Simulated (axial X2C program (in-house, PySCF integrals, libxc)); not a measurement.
# PF⁺: from the spin-free to the two-component result

All values were computed with an in-house relativistic program for diatomic molecules. Spin-free means the one-electron spin-free X2C Hamiltonian; two-component (2c) means X2C with spin–orbit coupling and atomic mean-field two-electron Coulomb and Gaunt terms, so the difference of the two also holds small scalar two-electron terms. Basis: P dyall-v3z [8s7p2d1f], F dyall-av3z [7s6p3d2f] (cores contracted in-house); Gaussian nuclei, density fitting, unrestricted open shells. Masses: P 30.974 u, F 18.998 u.

Spin-free state: M_S = 1/2, Λ = 1 (beyond evenly filled blocks: π+α); fragments P+ + F.

```tsv
level	Re (Å)	ωe (cm⁻¹)	De (eV)	μ (D)
PBE0	1.520	1042.0	5.376	-2.62
HF	1.491	1127.1	3.246	-2.82
MP2	1.524	1038.7	5.545	n/a
CCSD	1.516	1056.9	5.085	n/a
CCSD(T)	1.524	1030.9	5.272	n/a
BP86	1.544	973.7	5.809	-2.56
```

Correlated methods: 11 electrons correlated (number of frozen shells: P 2 s, 1 p; F 1 s), 167 virtual spin orbitals or spinors in MP2, 90 natural virtuals in coupled cluster.

Dipoles are positive if F is the positive end and refer to the centre of mass.

Problem. Within this multiplet, which Ω should lie lowest by the rule for regular and inverted multiplets?

Solution. The open π shell holds one electron, so the multiplet is regular: Ω = Λ − 1/2 = 1/2. The PBE0 2c search agrees, though Ω = 3/2 of the search lies only 0.04 eV higher.

Two-component determinant lowest at the distance of the search:

Ω = 1/2 (⟨Sz⟩ = -0.50, ⟨Lz⟩ = 1.00 at HF); fragments P+ + F.

```tsv
level	Re (Å)	ωe (cm⁻¹)	De (eV)	μ (D)
PBE0	1.520	1041.9	5.397	-2.62
HF	1.491	1126.9	3.252	-2.82
MP2	1.524	1038.5	5.565	n/a
CCSD	1.517	1056.7	5.095	n/a
CCSD(T)	1.524	1030.8	5.276	n/a
BP86	1.544	973.6	5.829	-2.56
```

Problem. From the two tables, how do the constants change at the CCSD(T) level (2c against spin-free)?

Solution. At the CCSD(T) level Re is unchanged within 0.001 Å and ωe is unchanged to within 0.2 cm⁻¹; De is not compared, since the atomic limits differ or miss part of their spin–orbit lowering.

Occupations by symmetry block were frozen at the best pattern of an incomplete PBE0 search. De is counted from the lowest determinant-based energies of the atoms at the same level, without counterpoise correction. Density functionals use the spin component along the axis (collinear). Coupled cluster ran in a truncated set of natural virtual spinors; the MP2 energy of the rest was added. (T) has no such correction and the atoms are truncated less, which lowers De at CCSD(T) by a hundredth of an eV or more. In 2c an atomic determinant is not the ground J level, so De misses part of the atomic spin–orbit lowering. This holds for PBE0, MP2, CCSD, CCSD(T), BP86. The functionals have no current-density term, which raises determinants with orbital currents, atoms included.
